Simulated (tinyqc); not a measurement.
Inside a calculation. Method: CIS and TDHF on RHF in the sto-3g basis, frozen core, for H2F+, spin multiplicity 1. Computed by tinyqc, a small Python program that keeps every step (integrals from PySCF). Settings: charge = 1, multiplicity = 1, basis = sto-3g, method = RHF, frozen orbitals = 1, energy threshold = 1e-10, iteration cap = 82, orthogonalisation = symmetric, start = atomic densities, DIIS depth = 6, TDHF = 1. Command: `OMP_NUM_THREADS=1 python tinyqc.py 20069 20070 out.jsonl` (the two numbers bound the seeds that draw the settings). One thread of a shared host (Intel(R) Xeon(R) Processor @ 2.60GHz), about 0.1 s of CPU time with the checks. The early iterations of the SCF are left out here.

## One-electron integrals

Geometry (angstrom):
```
atom,x,y,z
F,0.000000,0.000000,0.000000
H,0.000000,0.836000,0.677000
H,0.000000,-0.836000,0.677000
```

Basis sto-3g: exponents (1/bohr^2) and contraction coefficients of normalised primitives:
```
element,l (shell),exponent,coefficient
F,s (1),166.679130,0.154329
F,s (1),30.360812,0.535328
F,s (1),8.216821,0.444635
F,s (2),6.464803,-0.099967
F,s (2),1.502281,0.399513
F,s (2),0.488588,0.700115
F,p (3),6.464803,0.155916
F,p (3),1.502281,0.607684
F,p (3),0.488588,0.391957
H,s (1),3.425251,0.154329
H,s (1),0.623914,0.535328
H,s (1),0.168855,0.444635
```

Overlap, kinetic and nuclear-attraction integrals over the contracted functions; the nuclear repulsion is the sum of Za Zb / Rab.

nuclear repulsion = 9.17100766 hartree

overlap S, lower triangle:
```
,1F 1s,1F 2s,1F 2px,1F 2py,1F 2pz,2H 1s,3H 1s
1F 1s,1.000000
1F 2s,0.237990,1.000000
1F 2px,0.000000,0.000000,1.000000
1F 2py,0.000000,0.000000,0.000000,1.000000
1F 2pz,0.000000,0.000000,0.000000,0.000000,1.000000
2H 1s,0.033828,0.349768,0.000000,0.226672,0.183561,1.000000
3H 1s,0.033828,0.349768,0.000000,-0.226672,0.183561,0.199536,1.000000
```

kinetic energy T (hartree), lower triangle:
```
,1F 1s,1F 2s,1F 2px,1F 2py,1F 2pz,2H 1s,3H 1s
1F 1s,36.984577
1F 2s,-0.212858,1.037995
1F 2px,0.000000,0.000000,3.248015
1F 2py,0.000000,0.000000,0.000000,3.248015
1F 2pz,0.000000,0.000000,0.000000,0.000000,3.248015
2H 1s,-0.007018,0.059119,0.000000,0.128495,0.104056,0.760032
3H 1s,-0.007018,0.059119,0.000000,-0.128495,0.104056,-0.001399,0.760032
```

nuclear attraction V (hartree), lower triangle:
```
,1F 1s,1F 2s,1F 2px,1F 2py,1F 2pz,2H 1s,3H 1s
1F 1s,-77.993415
1F 2s,-9.410951,-12.522846
1F 2px,0.000000,0.000000,-12.377730
1F 2py,0.000000,0.000000,0.000000,-12.472138
1F 2pz,-0.013771,-0.169581,0.000000,0.000000,-12.439642
2H 1s,-1.372144,-3.270497,0.000000,-1.826199,-1.526243,-5.868772
3H 1s,-1.372144,-3.270497,0.000000,1.826199,-1.526243,-1.302089,-5.868772
```

core Hamiltonian H = T + V (hartree), lower triangle:
```
,1F 1s,1F 2s,1F 2px,1F 2py,1F 2pz,2H 1s,3H 1s
1F 1s,-41.008838
1F 2s,-9.623809,-11.484851
1F 2px,0.000000,0.000000,-9.129715
1F 2py,0.000000,0.000000,0.000000,-9.224123
1F 2pz,-0.013771,-0.169581,0.000000,0.000000,-9.191627
2H 1s,-1.379162,-3.211377,0.000000,-1.697704,-1.422186,-5.108741
3H 1s,-1.379162,-3.211377,0.000000,1.697704,-1.422186,-1.303488,-5.108741
```

## Two-electron integrals

Functions are numbered as in S; the eight-fold symmetry (ij|kl) = (ji|kl) = (kl|ij) leaves the list below.

Two-electron integrals (ij|kl) in chemists' order, unique and non-zero (hartree):
```
i,j,k,l,(ij|kl)
1,1,1,1,5.403501
2,1,1,1,0.841920
2,1,2,1,0.156299
2,2,1,1,1.268028
2,2,2,1,0.292344
2,2,2,2,0.926167
3,1,3,1,0.027998
3,2,3,1,0.043169
3,2,3,2,0.204588
3,3,1,1,1.264502
3,3,2,1,0.292403
3,3,2,2,0.925959
3,3,3,3,0.997514
4,1,4,1,0.027998
4,2,4,1,0.043169
4,2,4,2,0.204588
4,3,4,3,0.053770
4,4,1,1,1.264502
4,4,2,1,0.292403
4,4,2,2,0.925959
4,4,3,3,0.889973
4,4,4,4,0.997514
5,1,5,1,0.027998
5,2,5,1,0.043169
5,2,5,2,0.204588
5,3,5,3,0.053770
5,4,5,4,0.053770
5,5,1,1,1.264502
5,5,2,1,0.292403
5,5,2,2,0.925959
5,5,3,3,0.889973
5,5,4,4,0.889973
5,5,5,5,0.997514
6,1,1,1,0.121283
6,1,2,1,0.022333
6,1,2,2,0.041530
6,1,3,3,0.041466
6,1,4,1,0.000711
6,1,4,2,0.001336
6,1,4,4,0.041587
6,1,5,1,0.000576
6,1,5,2,0.001082
6,1,5,4,0.000098
6,1,5,5,0.041545
6,1,6,1,0.003224
6,2,1,1,0.315107
6,2,2,1,0.073658
6,2,2,2,0.261283
6,2,3,3,0.257412
6,2,4,1,0.003906
6,2,4,2,0.030802
6,2,4,4,0.264270
6,2,5,1,0.003164
6,2,5,2,0.024943
6,2,5,4,0.005553
6,2,5,5,0.261909
6,2,6,1,0.010686
6,2,6,2,0.091643
6,3,3,1,0.007614
6,3,3,2,0.045483
6,3,4,3,0.006443
6,3,5,3,0.005218
6,3,6,3,0.013420
6,4,1,1,0.169264
6,4,2,1,0.040065
6,4,2,2,0.152121
6,4,3,3,0.145669
6,4,4,1,0.009469
6,4,4,2,0.062435
6,4,4,4,0.162358
6,4,5,1,0.001502
6,4,5,2,0.013728
6,4,5,4,0.008297
6,4,5,5,0.148163
6,4,6,1,0.006050
6,4,6,2,0.065467
6,4,6,4,0.059842
6,5,1,1,0.137071
6,5,2,1,0.032445
6,5,2,2,0.123189
6,5,3,3,0.117964
6,5,4,1,0.001502
6,5,4,2,0.013728
6,5,4,4,0.121044
6,5,5,1,0.008831
6,5,5,2,0.056600
6,5,5,4,0.008937
6,5,5,5,0.130419
6,5,6,1,0.004899
6,5,6,2,0.053016
6,5,6,4,0.037593
6,5,6,5,0.043863
6,6,1,1,0.480368
6,6,2,1,0.114123
6,6,2,2,0.467460
6,6,3,3,0.451814
6,6,4,1,0.007393
6,6,4,2,0.082643
6,6,4,4,0.479851
6,6,5,1,0.005987
6,6,5,2,0.066925
6,6,5,4,0.022704
6,6,5,5,0.470201
6,6,6,1,0.016651
6,6,6,2,0.212924
6,6,6,4,0.176886
6,6,6,5,0.143244
6,6,6,6,0.774606
7,1,1,1,0.121283
7,1,2,1,0.022333
7,1,2,2,0.041530
7,1,3,3,0.041466
7,1,4,1,-0.000711
7,1,4,2,-0.001336
7,1,4,4,0.041587
7,1,5,1,0.000576
7,1,5,2,0.001082
7,1,5,4,-0.000098
7,1,5,5,0.041545
7,1,6,1,0.003185
7,1,6,2,0.010420
7,1,6,4,0.005428
7,1,6,5,0.004781
7,1,6,6,0.016128
7,1,7,1,0.003224
7,2,1,1,0.315107
7,2,2,1,0.073658
7,2,2,2,0.261283
7,2,3,3,0.257412
7,2,4,1,-0.003906
7,2,4,2,-0.030802
7,2,4,4,0.264270
7,2,5,1,0.003164
7,2,5,2,0.024943
7,2,5,4,-0.005553
7,2,5,5,0.261909
7,2,6,1,0.010420
7,2,6,2,0.075796
7,2,6,4,0.037175
7,2,6,5,0.042611
7,2,6,6,0.144848
7,2,7,1,0.010686
7,2,7,2,0.091643
7,3,3,1,0.007614
7,3,3,2,0.045483
7,3,4,3,-0.006443
7,3,5,3,0.005218
7,3,6,3,0.010766
7,3,7,3,0.013420
7,4,1,1,-0.169264
7,4,2,1,-0.040065
7,4,2,2,-0.152121
7,4,3,3,-0.145669
7,4,4,1,0.009469
7,4,4,2,0.062435
7,4,4,4,-0.162358
7,4,5,1,-0.001502
7,4,5,2,-0.013728
7,4,5,4,0.008297
7,4,5,5,-0.148163
7,4,6,1,-0.005428
7,4,6,2,-0.037175
7,4,6,4,-0.007783
7,4,6,5,-0.020483
7,4,6,6,-0.064162
7,4,7,1,-0.006050
7,4,7,2,-0.065467
7,4,7,4,0.059842
7,5,1,1,0.137071
7,5,2,1,0.032445
7,5,2,2,0.123189
7,5,3,3,0.117964
7,5,4,1,-0.001502
7,5,4,2,-0.013728
7,5,4,4,0.121044
7,5,5,1,0.008831
7,5,5,2,0.056600
7,5,5,4,-0.008937
7,5,5,5,0.130419
7,5,6,1,0.004781
7,5,6,2,0.042611
7,5,6,4,0.020483
7,5,6,5,0.034445
7,5,6,6,0.090083
7,5,7,1,0.004899
7,5,7,2,0.053016
7,5,7,4,-0.037593
7,5,7,5,0.043863
7,6,1,1,0.117287
7,6,2,1,0.027726
7,6,2,2,0.108654
7,6,3,3,0.106380
7,6,4,4,0.108170
7,6,5,1,0.001809
7,6,5,2,0.017794
7,6,5,5,0.111296
7,6,6,1,0.003990
7,6,6,2,0.039304
7,6,6,4,0.024538
7,6,6,5,0.025976
7,6,6,6,0.101978
7,6,7,1,0.003990
7,6,7,2,0.039304
7,6,7,4,-0.024538
7,6,7,5,0.025976
7,6,7,6,0.021790
7,7,1,1,0.480368
7,7,2,1,0.114123
7,7,2,2,0.467460
7,7,3,3,0.451814
7,7,4,1,-0.007393
7,7,4,2,-0.082643
7,7,4,4,0.479851
7,7,5,1,0.005987
7,7,5,2,0.066925
7,7,5,4,-0.022704
7,7,5,5,0.470201
7,7,6,1,0.016128
7,7,6,2,0.144848
7,7,6,4,0.064162
7,7,6,5,0.090083
7,7,6,6,0.313013
7,7,7,1,0.016651
7,7,7,2,0.212924
7,7,7,4,-0.176886
7,7,7,5,0.143244
7,7,7,6,0.101978
7,7,7,7,0.774606
```

## Orthogonalisation

S = U s U^T; symmetric (Loewdin) form X = U s^(-1/2) U^T, so that X^T S X = 1.

eigenvalues of S: 0.494730  0.564503  0.893877  1.000000  1.100147  1.235961  1.710782

X, lower triangle:
```
,1F 1s,1F 2s,1F 2px,1F 2py,1F 2pz,2H 1s,3H 1s
1F 1s,1.023533
1F 2s,-0.134417,1.125190
1F 2px,0.000000,0.000000,1.000000
1F 2py,0.000000,0.000000,0.000000,1.051119
1F 2pz,-0.005619,0.052807,0.000000,0.000000,1.027069
2H 1s,0.016418,-0.187840,0.000000,-0.145658,-0.096668,1.100457
3H 1s,0.016418,-0.187840,0.000000,0.145658,-0.096668,-0.078883,1.100457
```

## Iteration 8 (converged): orbitals

converged F (hartree), lower triangle:
```
,1F 1s,1F 2s,1F 2px,1F 2py,1F 2pz,2H 1s,3H 1s
1F 1s,-26.597334
1F 2s,-6.781837,-3.602426
1F 2px,0.000000,0.000000,-1.019706
1F 2py,0.000000,0.000000,0.000000,-0.929525
1F 2pz,-0.022499,-0.105946,0.000000,0.000000,-0.963198
2H 1s,-0.980835,-1.050262,0.000000,-0.467959,-0.427160,-0.771157
3H 1s,-0.980835,-1.050262,0.000000,0.467959,-0.427160,-0.347291,-0.771157
```

Diagonalise F' = X^T F X, C = X C', fill 5 alpha and 5 beta electrons from the bottom; D = 2 C_occ C_occ^T. Each column has its largest component positive (the first on a tie).

F' = X^T F X (hartree), lower triangle:
```
,1,2,3,4,5,6,7
1,-26.119949
2,-3.433487,-2.278069
3,0.000000,0.000000,-1.019706
4,0.000000,0.000000,0.000000,-0.758388
5,-0.042725,0.035333,0.000000,0.000000,-0.866089
6,-0.109201,-0.423801,0.000000,-0.384825,-0.290407,-0.388012
7,-0.109201,-0.423801,0.000000,0.384825,-0.290407,-0.080582,-0.388012
```

orbital energies (hartree): MO1 -26.606768, MO2 -2.016188, MO3 -1.121995, MO4 -1.053592, MO5 -1.019706, MO6 -0.056154, MO7 0.056177

coefficients C:
```
,MO1,MO2,MO3,MO4,MO5,MO6,MO7
1F 1s,0.994805,-0.251101,0.000000,0.067074,0.000000,0.095242,0.000000
1F 2s,0.022060,0.955412,0.000000,-0.333742,0.000000,-0.576884,0.000000
1F 2px,0.000000,0.000000,0.000000,0.000000,1.000000,0.000000,0.000000
1F 2py,0.000000,0.000000,0.759563,0.000000,0.000000,0.000000,-0.755214
1F 2pz,0.002224,0.099618,0.000000,0.849269,0.000000,-0.587531,0.000000
2H 1s,-0.003626,0.081689,0.342158,0.236605,0.000000,0.709955,0.774316
3H 1s,-0.003626,0.081689,-0.342158,0.236605,0.000000,0.709955,-0.774316
```

D after iteration 8, lower triangle:
```
,1F 1s,1F 2s,1F 2px,1F 2py,1F 2pz,2H 1s,3H 1s
1F 1s,2.114376
1F 2s,-0.480691,2.049366
1F 2px,0.000000,0.000000,2.000000
1F 2py,0.000000,0.000000,0.000000,1.153872
1F 2pz,0.068325,-0.376423,0.000000,0.000000,1.462373
2H 1s,-0.016499,-0.001996,0.000000,0.519781,0.418142,0.359481
3H 1s,-0.016499,-0.001996,0.000000,-0.519781,0.418142,-0.108808,0.359481
```

## Convergence

Stop when the energy changes by less than 1e-10 hartree and every element of the error matrix X^T (F D S - S D F) X is below 3e-06.

Course of the cycle:
```
iteration,E (hartree),change,largest element of the error matrix
1,-93.99770104,-,1.01e+00
2,-98.71474860,-4.72e+00,3.02e-01
3,-98.84290878,-1.28e-01,2.03e-02
4,-98.84341991,-5.11e-04,5.45e-03
5,-98.84344834,-2.84e-05,3.17e-04
6,-98.84344857,-2.22e-07,6.78e-05
7,-98.84344857,-7.80e-09,5.52e-06
8,-98.84344857,-4.57e-11,1.07e-08
```

PySCF RHF in the same basis = -98.84344857 hartree

Converged in 8 iterations.

## Integrals over molecular orbitals

(pq|rs) = sum C_ip C_jq C_kr C_ls (ij|kl), one index at a time.

one-electron integrals over orbitals h = C^T H C (hartree), lower triangle:
```
,1,2,3,4,5,6,7
1,-40.991177
2,0.692386,-9.595665
3,0.000000,0.000000,-7.977577
4,-0.174488,0.382503,0.000000,-8.502073
5,0.000000,0.000000,0.000000,0.000000,-9.129715
6,-0.252820,1.289685,0.000000,1.571903,0.000000,-5.625952
7,0.000000,0.000000,2.155344,0.000000,0.000000,0.000000,-5.852857
```

Two-electron integrals over orbitals (pq|rs), unique and non-zero (hartree); the lowest 1 orbital is frozen and left out:
```
p,q,r,s,(pq|rs)
2,2,2,2,0.860462
3,2,3,2,0.155596
3,3,2,2,0.756617
3,3,3,3,0.730293
4,2,2,2,-0.004571
4,2,3,3,-0.009537
4,2,4,2,0.157331
4,3,3,2,0.005513
4,3,4,3,0.050287
4,4,2,2,0.799768
4,4,3,3,0.701091
4,4,4,2,-0.087507
4,4,4,4,0.852425
5,2,5,2,0.182403
5,3,5,3,0.038341
5,4,5,2,-0.035607
5,4,5,4,0.052782
5,5,2,2,0.881738
5,5,3,3,0.745771
5,5,4,2,-0.056637
5,5,4,4,0.816274
5,5,5,5,0.997514
6,2,2,2,-0.141496
6,2,3,3,-0.090352
6,2,4,2,-0.046564
6,2,4,4,-0.087817
6,2,5,5,-0.142807
6,2,6,2,0.076954
6,3,3,2,0.018167
6,3,4,3,0.017346
6,3,6,3,0.062247
6,4,2,2,-0.158924
6,4,3,3,-0.098214
6,4,4,2,0.024449
6,4,4,4,-0.164305
6,4,5,5,-0.167779
6,4,6,2,0.060017
6,4,6,4,0.091877
6,5,5,2,-0.048535
6,5,5,4,-0.010239
6,5,6,5,0.025380
6,6,2,2,0.574875
6,6,3,3,0.551702
6,6,4,2,0.065497
6,6,4,4,0.541395
6,6,5,5,0.550097
6,6,6,2,-0.058599
6,6,6,4,-0.031394
6,6,6,6,0.546306
7,2,3,2,-0.066152
7,2,4,3,0.024472
7,2,6,3,0.025835
7,2,7,2,0.054637
7,3,2,2,-0.208318
7,3,3,3,-0.165725
7,3,4,2,0.062514
7,3,4,4,-0.189436
7,3,5,5,-0.231414
7,3,6,2,0.065324
7,3,6,4,0.099091
7,3,6,6,-0.019808
7,3,7,3,0.162775
7,4,3,2,0.057858
7,4,4,3,-0.003110
7,4,6,3,0.044661
7,4,7,2,-0.009744
7,4,7,4,0.053686
7,5,5,3,-0.025190
7,5,7,5,0.018778
7,6,3,2,0.085169
7,6,4,3,0.051912
7,6,6,3,0.076188
7,6,7,2,0.008840
7,6,7,4,0.065940
7,6,7,6,0.155014
7,7,2,2,0.595753
7,7,3,3,0.598571
7,7,4,2,0.012265
7,7,4,4,0.571141
7,7,5,5,0.581082
7,7,6,2,-0.041009
7,7,6,4,-0.027971
7,7,6,6,0.536253
7,7,7,3,-0.056214
7,7,7,7,0.566236
```

## CIS matrix, singlets

A(ia,jb) = (e_a - e_i) d_ij d_ab + 2 (ia|jb) - (ij|ab).

CIS matrix A, singlet (hartree), lower triangle:
```
,2>6,2>7,3>6,3>7,4>6,4>7,5>6,5>7
2>6,1.539067
2>7,0.000000,1.585886
3>6,0.000000,-0.033500,0.638633
3>7,0.045478,0.000000,0.000000,0.905151
4>6,0.054538,0.000000,0.000000,0.146269,0.639796
4>7,0.000000,-0.031753,0.037411,0.000000,0.000000,0.646000
5>6,0.000000,0.000000,0.000000,0.000000,0.000000,0.000000,0.464216
5>7,0.000000,0.000000,0.000000,0.000000,0.000000,0.000000,0.000000,0.532358
```

## CIS singlet states

dipole integrals <i|r|a> (bohr):
```
,x,y,z
2>6,0.000000,0.000000,0.055265
2>7,0.000000,0.072934,0.000000
3>6,0.000000,0.777891,0.000000
3>7,0.000000,0.000000,0.617236
4>6,0.000000,0.000000,0.511523
4>7,0.000000,0.637546,0.000000
5>6,-0.019807,0.000000,0.000000
5>7,0.000000,0.000000,0.000000
```

Diagonalise A (1 hartree = 27.211386 eV); each vector has its largest component positive (the first on a tie). The transition dipole is mu = sqrt2 sum c_ia <i|r|a>.

singlet excitation energies (eV): 12.631958  14.486194  15.618226  16.455048  18.437805  26.203122  42.098967  43.217952

lowest vectors:
```
,state 1,state 2,state 3,state 4,state 5,state 6
2>6,0.000000,0.000000,-0.032910,0.000000,0.000000,-0.109366
2>7,0.000000,0.000000,0.000000,0.003669,0.050596,0.000000
3>6,0.000000,0.000000,0.000000,0.742443,0.668908,0.000000
3>7,0.000000,0.000000,-0.399995,0.000000,0.000000,0.912361
4>6,0.000000,0.000000,0.915926,0.000000,0.000000,0.394509
4>7,0.000000,0.000000,0.000000,-0.669899,0.741622,0.000000
5>6,1.000000,0.000000,0.000000,0.000000,0.000000,0.000000
5>7,0.000000,1.000000,0.000000,0.000000,0.000000,0.000000
```

oscillator strengths 2/3 w |mu|^2: 0.000243  0.000000  0.036975  0.018315  0.897745  0.739448

## TDHF (RPA) singlet states

B(ia,jb) = 2 (ia|jb) - (ib|ja); the squared energies are the eigenvalues of (A - B)(A + B); 1 hartree = 27.211386 eV.

TDHF matrix B, singlet (hartree), lower triangle:
```
,2>6,2>7,3>6,3>7,4>6,4>7,5>6,5>7
2>6,0.076954
2>7,0.000000,0.054637
3>6,0.000000,-0.013654,0.062247
3>7,0.104813,0.000000,0.000000,0.162775
4>6,0.060017,0.000000,0.000000,0.153520,0.091877
4>7,0.000000,-0.009744,-0.009768,0.000000,0.000000,0.053686
5>6,0.000000,0.000000,0.000000,0.000000,0.000000,0.000000,0.025380
5>7,0.000000,0.000000,0.000000,0.000000,0.000000,0.000000,0.000000,0.018778
```

squared energies w^2 (hartree^2): 0.214852  0.283052  0.324650  0.361021  0.456817  0.849047  2.359372  2.518929

TDHF energies from the positive w^2 (eV): 12.613064  14.477179  15.504526  16.349975  18.391691  25.073598  41.797362  43.187556

## CIS matrix, triplets

A(ia,jb) = (e_a - e_i) d_ij d_ab - (ij|ab).

CIS matrix A, triplet (hartree), lower triangle:
```
,2>6,2>7,3>6,3>7,4>6,4>7,5>6,5>7
2>6,1.385159
2>7,0.000000,1.476612
3>6,0.000000,-0.085169,0.514139
3>7,-0.085169,0.000000,0.000000,0.579600
4>6,-0.065497,0.000000,0.000000,-0.051912,0.456043
4>7,0.000000,-0.012265,-0.051912,0.000000,0.000000,0.538627
5>6,0.000000,0.000000,0.000000,0.000000,0.000000,0.000000,0.413455
5>7,0.000000,0.000000,0.000000,0.000000,0.000000,0.000000,0.000000,0.494801
```

## CIS triplet states

Diagonalise A (1 hartree = 27.211386 eV); each vector has its largest component positive (the first on a tie).

triplet excitation energies (eV): 11.250692  11.656051  12.720517  13.464225  15.721503  16.179311  38.038021  40.385862

lowest vectors:
```
,state 1,state 2,state 3,state 4,state 5,state 6
2>6,0.000000,0.096262,0.000000,0.000000,0.000000,0.068130
2>7,0.000000,0.000000,0.074715,0.000000,-0.045367,0.000000
3>6,0.000000,0.000000,0.799430,0.000000,-0.594422,0.000000
3>7,0.000000,0.371191,0.000000,0.000000,0.000000,0.923229
4>6,0.000000,0.923553,0.000000,0.000000,0.000000,-0.378162
4>7,0.000000,0.000000,0.596095,0.000000,0.802872,0.000000
5>6,1.000000,0.000000,0.000000,0.000000,0.000000,0.000000
5>7,0.000000,0.000000,0.000000,1.000000,0.000000,0.000000
```

## TDHF (RPA) triplet states

B(ia,jb) = - (ib|ja); the squared energies are the eigenvalues of (A - B)(A + B); 1 hartree = 27.211386 eV.

TDHF matrix B, triplet (hartree), lower triangle:
```
,2>6,2>7,3>6,3>7,4>6,4>7,5>6,5>7
2>6,-0.076954
2>7,0.000000,-0.054637
3>6,0.000000,-0.065324,-0.062247
3>7,-0.025835,0.000000,0.000000,-0.162775
4>6,-0.060017,0.000000,0.000000,-0.044661,-0.091877
4>7,0.000000,0.009744,-0.099091,0.000000,0.000000,-0.053686
5>6,0.000000,0.000000,0.000000,0.000000,0.000000,0.000000,-0.025380
5>7,0.000000,0.000000,0.000000,0.000000,0.000000,0.000000,0.000000,-0.018778
```

squared energies w^2 (hartree^2): 0.156572  0.170301  0.191645  0.244476  0.330762  0.335963  1.945131  2.194528

TDHF energies from the positive w^2 (eV): 10.767313  11.229475  11.912402  13.454525  15.649791  15.772358  37.951168  40.310781
